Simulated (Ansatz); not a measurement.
Input for Ansatz (development build ahead of 0.2.0):

```yaml
crystal:
  periodic: [false, false, false]
  atoms:
    - { symbol: O, position_ang: [0.0, 0.0, -0.51944] }
    - { symbol: O, position_ang: [0.0, 0.0, 0.51944] }
basis:
  gaussian: { orbitals: cc-pVTZ }
magnetization:
  initial_magnetization: 2
hamiltonian:
  xc: hf
correlation:
  method: bccd_t
  frozen_orbitals: { O: 1 }
```

The input is written out in the form of the current development build from the run's settings. Correlation on restricted open-shell orbitals is semicanonical, with singles.

Output:

```json
{
 "Converged": "yes",
 "Reference energy (starting determinant)": "-149.62182 hartree",
 "Correlation energy": "-0.44331 hartree",
 "Total energy": "-150.06512 hartree"
}
```
